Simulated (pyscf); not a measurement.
ethyl (•H₂C–CH₃), doublet

Gas-phase minimum from PySCF at ωB97X-D3(BJ)/def2-SVP, one conformer. Other isomers of •H₂C–CH₃ were not searched in full and may lie lower. 

```xyz
7

C      0.2805     0.8010    -0.6283
C     -0.9591     0.4530    -1.3777
H      0.2942     0.8011     0.4657
H      1.1543     1.2076    -1.1461
H     -1.6208     1.3341    -1.5107
H     -0.7357     0.0763    -2.3895
H     -1.5575    -0.3088    -0.8513
```
Charge 0, spin multiplicity 2.

Bond lengths (Å): C1–C2 1.490, C1–H3 1.094, C1–H4 1.094, C2–H5 1.110, C2–H6 1.103, C2–H7 1.102. Bond angles (°): C2–C1–H3 120.9, C2–C1–H4 120.9, H3–C1–H4 117.6, C1–C2–H5 111.8, C1–C2–H6 111.9, C1–C2–H7 111.9, H5–C2–H6 106.4, H5–C2–H7 106.4, H6–C2–H7 108.2.

Properties at ωB97X-D3(BJ)/def2-SVP:

```
Quantity                                                                                                                                                                                                  Result
---------------------------------------------------------------------------------------------------------------------  -----------------------------------------------------------------------------------------
Harmonic wavenumbers, unscaled                                                                                         115, 463, 806, 972, 1091, 1183, 1388, 1451, 1463, 1474, 3007, 3099, 3151, 3171, 3284 cm⁻¹
Zero-point energy                                                                                                                                                                                  37.3 kcal/mol
Rotational symmetry number                                                                                                                                                                                     1
Entropy of this conformer at 298 K and 1 atm, rigid rotor and harmonic oscillator, modes under 100 cm⁻¹ raised to 100                                                                            256.4 J/(mol K)
Dipole moment                                                                                                                                                                                             0.30 D
Spin expectation value S2                                                                                                                                                                                  0.754
```

Single-point totals, which compare only within one level (frozen core for MP2 and CC):

```csv
level,total energy (hartree)
ωB97X-D3(BJ)/def2-TZVP,-79.22991
PBE/def2-TZVP,-79.06439
r²SCAN/def2-TZVP,-79.13355
B3LYP-D3(BJ)/def2-TZVP,-79.19685
PBE0-D3(BJ)/def2-TZVP,-79.08429
M06-2X/def2-TZVP,-79.13410
ωB97M-D3(BJ)/def2-TZVP,-79.19804
UHF/def2-TZVPP,-78.62909
MP2/def2-TZVPP,-78.95889
CCSD/def2-TZVPP,-78.99124
CCSD(T)/def2-TZVPP,-79.00330
```

Soft torsions are taken as harmonic, which can shift the entropy by several J/(mol K). The CCSD(T) − MP2 part came from Ansatz, without density fitting, on the same reference.
